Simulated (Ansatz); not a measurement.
# Molecular dynamics of CH3FSi

Input:

```yaml
crystal:
  periodic: [false, false, false]
  atoms:
    - { symbol: C, position_ang: [-0.337612, 0.393726, -0.175009] }
    - { symbol: Si, position_ang: [0.472015, -0.581975, 1.255969] }
    - { symbol: F, position_ang: [1.386149, -1.627042, 0.343094] }
    - { symbol: H, position_ang: [-1.034648, 1.180539, 0.179155] }
    - { symbol: H, position_ang: [0.448934, 0.871084, -0.803061] }
    - { symbol: H, position_ang: [-0.892738, -0.300332, -0.846348] }
basis:
  gaussian: { orbitals: def2-SVP }
hamiltonian:
  xc: pbe
md:
  timestep: 1.0
  n_steps: 150
  ensemble: nve
  temperature: 300.0
  initial_velocities: maxwell_boltzmann
  seed: 605040
```

Launched with:

```bash
$ ansatz run input.yaml --threads 1 --pin off --max-ram 2048MiB --backend cpu --events-out ev --progress --plain --runs-dir out
```

It starts from a relaxed structure.

Output, in part (one step line in 2, the closing report, with atoms numbered from 0):

```
md step     0: t =     0.00 fs  T =   300.0 K  F+E_penalty+E_count = -11667.03493165 eV  E_kin = 0.155112 eV  conserved = -11666.87981965 eV  (25 SCF iters)
md step     2: t =     2.00 fs  T =   184.8 K  F+E_penalty+E_count = -11666.97068216 eV  E_kin = 0.095559 eV  conserved = -11666.87512277 eV  (27 SCF iters)
md step     4: t =     4.00 fs  T =   197.0 K  F+E_penalty+E_count = -11666.97991045 eV  E_kin = 0.101863 eV  conserved = -11666.87804712 eV  (27 SCF iters)
md step     6: t =     6.00 fs  T =   175.5 K  F+E_penalty+E_count = -11666.96837448 eV  E_kin = 0.090743 eV  conserved = -11666.87763143 eV  (28 SCF iters)
md step     8: t =     8.00 fs  T =    90.8 K  F+E_penalty+E_count = -11666.92171329 eV  E_kin = 0.046967 eV  conserved = -11666.87474625 eV  (29 SCF iters)
md step    10: t =    10.00 fs  T =   192.9 K  F+E_penalty+E_count = -11666.97764850 eV  E_kin = 0.099760 eV  conserved = -11666.87788889 eV  (29 SCF iters)
md step    12: t =    12.00 fs  T =   201.5 K  F+E_penalty+E_count = -11666.98259225 eV  E_kin = 0.104171 eV  conserved = -11666.87842129 eV  (27 SCF iters)
md step    14: t =    14.00 fs  T =   137.6 K  F+E_penalty+E_count = -11666.94615062 eV  E_kin = 0.071160 eV  conserved = -11666.87499021 eV  (27 SCF iters)
md step    16: t =    16.00 fs  T =   209.9 K  F+E_penalty+E_count = -11666.98805790 eV  E_kin = 0.108536 eV  conserved = -11666.87952188 eV  (27 SCF iters)
md step    18: t =    18.00 fs  T =   101.7 K  F+E_penalty+E_count = -11666.92817671 eV  E_kin = 0.052593 eV  conserved = -11666.87558373 eV  (26 SCF iters)
md step    20: t =    20.00 fs  T =    98.1 K  F+E_penalty+E_count = -11666.92642551 eV  E_kin = 0.050741 eV  conserved = -11666.87568433 eV  (29 SCF iters)
md step    22: t =    22.00 fs  T =   192.4 K  F+E_penalty+E_count = -11666.97895116 eV  E_kin = 0.099479 eV  conserved = -11666.87947212 eV  (27 SCF iters)
md step    24: t =    24.00 fs  T =   109.1 K  F+E_penalty+E_count = -11666.93138529 eV  E_kin = 0.056426 eV  conserved = -11666.87495970 eV  (29 SCF iters)
md step    26: t =    26.00 fs  T =   165.0 K  F+E_penalty+E_count = -11666.96378880 eV  E_kin = 0.085296 eV  conserved = -11666.87849321 eV  (27 SCF iters)
md step    28: t =    28.00 fs  T =   144.9 K  F+E_penalty+E_count = -11666.95262504 eV  E_kin = 0.074907 eV  conserved = -11666.87771841 eV  (28 SCF iters)
md step    30: t =    30.00 fs  T =    43.0 K  F+E_penalty+E_count = -11666.89712965 eV  E_kin = 0.022222 eV  conserved = -11666.87490749 eV  (29 SCF iters)
md step    32: t =    32.00 fs  T =   114.1 K  F+E_penalty+E_count = -11666.93666551 eV  E_kin = 0.059000 eV  conserved = -11666.87766506 eV  (29 SCF iters)
md step    34: t =    34.00 fs  T =   119.4 K  F+E_penalty+E_count = -11666.93962060 eV  E_kin = 0.061738 eV  conserved = -11666.87788228 eV  (29 SCF iters)
md step    36: t =    36.00 fs  T =    96.1 K  F+E_penalty+E_count = -11666.92484918 eV  E_kin = 0.049680 eV  conserved = -11666.87516962 eV  (29 SCF iters)
md step    38: t =    38.00 fs  T =   200.0 K  F+E_penalty+E_count = -11666.98276513 eV  E_kin = 0.103388 eV  conserved = -11666.87937698 eV  (28 SCF iters)
md step    40: t =    40.00 fs  T =   124.4 K  F+E_penalty+E_count = -11666.94031101 eV  E_kin = 0.064316 eV  conserved = -11666.87599534 eV  (28 SCF iters)
md step    42: t =    42.00 fs  T =   108.5 K  F+E_penalty+E_count = -11666.93193480 eV  E_kin = 0.056082 eV  conserved = -11666.87585253 eV  (29 SCF iters)
md step    44: t =    44.00 fs  T =   178.5 K  F+E_penalty+E_count = -11666.97096656 eV  E_kin = 0.092294 eV  conserved = -11666.87867239 eV  (28 SCF iters)
md step    46: t =    46.00 fs  T =   118.9 K  F+E_penalty+E_count = -11666.93714977 eV  E_kin = 0.061495 eV  conserved = -11666.87565439 eV  (28 SCF iters)
md step    48: t =    48.00 fs  T =   164.5 K  F+E_penalty+E_count = -11666.96261692 eV  E_kin = 0.085066 eV  conserved = -11666.87755088 eV  (27 SCF iters)
md step    50: t =    50.00 fs  T =   192.4 K  F+E_penalty+E_count = -11666.97748736 eV  E_kin = 0.099468 eV  conserved = -11666.87801944 eV  (27 SCF iters)
md step    52: t =    52.00 fs  T =   116.3 K  F+E_penalty+E_count = -11666.93565476 eV  E_kin = 0.060126 eV  conserved = -11666.87552869 eV  (28 SCF iters)
md step    54: t =    54.00 fs  T =   157.9 K  F+E_penalty+E_count = -11666.95861389 eV  E_kin = 0.081650 eV  conserved = -11666.87696436 eV  (28 SCF iters)
md step    56: t =    56.00 fs  T =   189.8 K  F+E_penalty+E_count = -11666.97613457 eV  E_kin = 0.098145 eV  conserved = -11666.87798952 eV  (26 SCF iters)
md step    58: t =    58.00 fs  T =   173.7 K  F+E_penalty+E_count = -11666.96516036 eV  E_kin = 0.089795 eV  conserved = -11666.87536555 eV  (27 SCF iters)
md step    60: t =    60.00 fs  T =   257.7 K  F+E_penalty+E_count = -11667.01210829 eV  E_kin = 0.133267 eV  conserved = -11666.87884173 eV  (27 SCF iters)
md step    62: t =    62.00 fs  T =   209.9 K  F+E_penalty+E_count = -11666.98517701 eV  E_kin = 0.108534 eV  conserved = -11666.87664317 eV  (28 SCF iters)
md step    64: t =    64.00 fs  T =   166.3 K  F+E_penalty+E_count = -11666.96211199 eV  E_kin = 0.085962 eV  conserved = -11666.87614954 eV  (29 SCF iters)
md step    66: t =    66.00 fs  T =   188.7 K  F+E_penalty+E_count = -11666.97536898 eV  E_kin = 0.097560 eV  conserved = -11666.87780947 eV  (28 SCF iters)
md step    68: t =    68.00 fs  T =   144.5 K  F+E_penalty+E_count = -11666.95106696 eV  E_kin = 0.074706 eV  conserved = -11666.87636095 eV  (29 SCF iters)
md step    70: t =    70.00 fs  T =   166.2 K  F+E_penalty+E_count = -11666.96285526 eV  E_kin = 0.085933 eV  conserved = -11666.87692180 eV  (27 SCF iters)
md step    72: t =    72.00 fs  T =   210.0 K  F+E_penalty+E_count = -11666.98657902 eV  E_kin = 0.108601 eV  conserved = -11666.87797852 eV  (27 SCF iters)
md step    74: t =    74.00 fs  T =   159.5 K  F+E_penalty+E_count = -11666.95886258 eV  E_kin = 0.082467 eV  conserved = -11666.87639530 eV  (29 SCF iters)
md step    76: t =    76.00 fs  T =   151.3 K  F+E_penalty+E_count = -11666.95507694 eV  E_kin = 0.078209 eV  conserved = -11666.87686819 eV  (28 SCF iters)
md step    78: t =    78.00 fs  T =   139.6 K  F+E_penalty+E_count = -11666.94984587 eV  E_kin = 0.072153 eV  conserved = -11666.87769290 eV  (27 SCF iters)
md step    80: t =    80.00 fs  T =   103.8 K  F+E_penalty+E_count = -11666.92940344 eV  E_kin = 0.053680 eV  conserved = -11666.87572344 eV  (28 SCF iters)
md step    82: t =    82.00 fs  T =   159.2 K  F+E_penalty+E_count = -11666.96037166 eV  E_kin = 0.082326 eV  conserved = -11666.87804528 eV  (27 SCF iters)
md step    84: t =    84.00 fs  T =   160.7 K  F+E_penalty+E_count = -11666.95997792 eV  E_kin = 0.083110 eV  conserved = -11666.87686766 eV  (27 SCF iters)
md step    86: t =    86.00 fs  T =   152.4 K  F+E_penalty+E_count = -11666.95589134 eV  E_kin = 0.078812 eV  conserved = -11666.87707967 eV  (29 SCF iters)
md step    88: t =    88.00 fs  T =   131.0 K  F+E_penalty+E_count = -11666.94501383 eV  E_kin = 0.067732 eV  conserved = -11666.87728200 eV  (28 SCF iters)
md step    90: t =    90.00 fs  T =    83.7 K  F+E_penalty+E_count = -11666.91984405 eV  E_kin = 0.043294 eV  conserved = -11666.87655007 eV  (28 SCF iters)
md step    92: t =    92.00 fs  T =    80.5 K  F+E_penalty+E_count = -11666.91878106 eV  E_kin = 0.041610 eV  conserved = -11666.87717113 eV  (27 SCF iters)
md step    94: t =    94.00 fs  T =    95.2 K  F+E_penalty+E_count = -11666.92586951 eV  E_kin = 0.049197 eV  conserved = -11666.87667238 eV  (26 SCF iters)
md step    96: t =    96.00 fs  T =   131.0 K  F+E_penalty+E_count = -11666.94497913 eV  E_kin = 0.067727 eV  conserved = -11666.87725186 eV  (27 SCF iters)
md step    98: t =    98.00 fs  T =   155.5 K  F+E_penalty+E_count = -11666.95749011 eV  E_kin = 0.080425 eV  conserved = -11666.87706511 eV  (28 SCF iters)
md step   100: t =   100.00 fs  T =   156.4 K  F+E_penalty+E_count = -11666.95815478 eV  E_kin = 0.080887 eV  conserved = -11666.87726779 eV  (28 SCF iters)
md step   102: t =   102.00 fs  T =   140.8 K  F+E_penalty+E_count = -11666.94983020 eV  E_kin = 0.072797 eV  conserved = -11666.87703271 eV  (27 SCF iters)
md step   104: t =   104.00 fs  T =   110.1 K  F+E_penalty+E_count = -11666.93410010 eV  E_kin = 0.056935 eV  conserved = -11666.87716520 eV  (27 SCF iters)
md step   106: t =   106.00 fs  T =    99.5 K  F+E_penalty+E_count = -11666.92787910 eV  E_kin = 0.051464 eV  conserved = -11666.87641490 eV  (28 SCF iters)
md step   108: t =   108.00 fs  T =   136.6 K  F+E_penalty+E_count = -11666.94834613 eV  E_kin = 0.070630 eV  conserved = -11666.87771595 eV  (28 SCF iters)
md step   110: t =   110.00 fs  T =   121.9 K  F+E_penalty+E_count = -11666.93944552 eV  E_kin = 0.063028 eV  conserved = -11666.87641792 eV  (27 SCF iters)
md step   112: t =   112.00 fs  T =   148.0 K  F+E_penalty+E_count = -11666.95355995 eV  E_kin = 0.076518 eV  conserved = -11666.87704146 eV  (28 SCF iters)
md step   114: t =   114.00 fs  T =   161.3 K  F+E_penalty+E_count = -11666.96145847 eV  E_kin = 0.083408 eV  conserved = -11666.87805018 eV  (27 SCF iters)
md step   116: t =   116.00 fs  T =   113.7 K  F+E_penalty+E_count = -11666.93440074 eV  E_kin = 0.058793 eV  conserved = -11666.87560785 eV  (27 SCF iters)
md step   118: t =   118.00 fs  T =   162.6 K  F+E_penalty+E_count = -11666.96196362 eV  E_kin = 0.084047 eV  conserved = -11666.87791637 eV  (28 SCF iters)
md step   120: t =   120.00 fs  T =   161.6 K  F+E_penalty+E_count = -11666.96034330 eV  E_kin = 0.083579 eV  conserved = -11666.87676457 eV  (28 SCF iters)
md step   122: t =   122.00 fs  T =   168.1 K  F+E_penalty+E_count = -11666.96322378 eV  E_kin = 0.086907 eV  conserved = -11666.87631694 eV  (29 SCF iters)
md step   124: t =   124.00 fs  T =   228.8 K  F+E_penalty+E_count = -11666.99638308 eV  E_kin = 0.118297 eV  conserved = -11666.87808589 eV  (27 SCF iters)
md step   126: t =   126.00 fs  T =   191.1 K  F+E_penalty+E_count = -11666.97576624 eV  E_kin = 0.098810 eV  conserved = -11666.87695632 eV  (27 SCF iters)
md step   128: t =   128.00 fs  T =   167.6 K  F+E_penalty+E_count = -11666.96308062 eV  E_kin = 0.086639 eV  conserved = -11666.87644118 eV  (27 SCF iters)
md step   130: t =   130.00 fs  T =   186.3 K  F+E_penalty+E_count = -11666.97443956 eV  E_kin = 0.096349 eV  conserved = -11666.87809062 eV  (27 SCF iters)
md step   132: t =   132.00 fs  T =   126.1 K  F+E_penalty+E_count = -11666.94086401 eV  E_kin = 0.065207 eV  conserved = -11666.87565675 eV  (26 SCF iters)
md step   134: t =   134.00 fs  T =   173.8 K  F+E_penalty+E_count = -11666.96681147 eV  E_kin = 0.089856 eV  conserved = -11666.87695572 eV  (27 SCF iters)
md step   136: t =   136.00 fs  T =   212.5 K  F+E_penalty+E_count = -11666.98854365 eV  E_kin = 0.109871 eV  conserved = -11666.87867244 eV  (27 SCF iters)
md step   138: t =   138.00 fs  T =   139.8 K  F+E_penalty+E_count = -11666.94736917 eV  E_kin = 0.072260 eV  conserved = -11666.87510877 eV  (27 SCF iters)
md step   140: t =   140.00 fs  T =   195.2 K  F+E_penalty+E_count = -11666.97941573 eV  E_kin = 0.100932 eV  conserved = -11666.87848417 eV  (29 SCF iters)
md step   142: t =   142.00 fs  T =   159.8 K  F+E_penalty+E_count = -11666.95953389 eV  E_kin = 0.082637 eV  conserved = -11666.87689692 eV  (28 SCF iters)
md step   144: t =   144.00 fs  T =   118.7 K  F+E_penalty+E_count = -11666.93695970 eV  E_kin = 0.061381 eV  conserved = -11666.87557850 eV  (29 SCF iters)
md step   146: t =   146.00 fs  T =   188.1 K  F+E_penalty+E_count = -11666.97572331 eV  E_kin = 0.097262 eV  conserved = -11666.87846112 eV  (29 SCF iters)
md step   148: t =   148.00 fs  T =   129.1 K  F+E_penalty+E_count = -11666.94370958 eV  E_kin = 0.066759 eV  conserved = -11666.87695018 eV  (28 SCF iters)
md step   150: t =   150.00 fs  T =    86.6 K  F+E_penalty+E_count = -11666.92080921 eV  E_kin = 0.044788 eV  conserved = -11666.87602147 eV  (26 SCF iters)
Total energy: -11666.92083729 eV, -428.7514326475 hartree
Atom 0 at    -0.298269     0.360580    -0.190276 Å, force    -0.749804    -0.453665     0.513867 eV/Å
Atom 1 at     0.435389    -0.606186     1.294721 Å, force     0.395551    -0.382582    -0.981795 eV/Å
Atom 2 at     1.411252    -1.567695     0.301443 Å, force    -0.263386     0.175837     0.697064 eV/Å
Atom 3 at    -0.523339     1.396610     0.018335 Å, force    -0.426355     0.999319     0.485412 eV/Å
Atom 4 at     0.373740     0.394229    -1.028903 Å, force     0.915822    -0.283641    -0.917736 eV/Å
Atom 5 at    -1.250321    -0.088586    -0.572465 Å, force     0.128173    -0.055269     0.203189 eV/Å
Dipole moment:    -0.209834     0.226815    -0.033367 e Å
```

The run went to its last step. The conserved energy stayed within 0.85 meV per atom of its start (net change 0.63 meV per atom), so the integration is sound. The temperature averaged 0.49 of the 300 K drawn at the start: a run that starts near a minimum puts about half its kinetic energy into the potential. A run of 0.15 ps of so small a system gives no equilibrium averages.

The same pairs are bonded in the first frame and the last. Pairs count as bonded within 1.25 times the sum of covalent radii (0.12 Å more for H–H).

Last frame:

```xyz
6
Properties=species:S:1:pos:R:3
C -0.298 0.361 -0.190
Si 0.435 -0.606 1.295
F 1.411 -1.568 0.301
H -0.523 1.397 0.018
H 0.374 0.394 -1.029
H -1.250 -0.089 -0.573
```

Time of the run: 3.4 min on 1 thread of Intel(R) Xeon(R) Platinum 8488C (Sapphire Rapids) (shared host), peak memory 0.11 GiB.
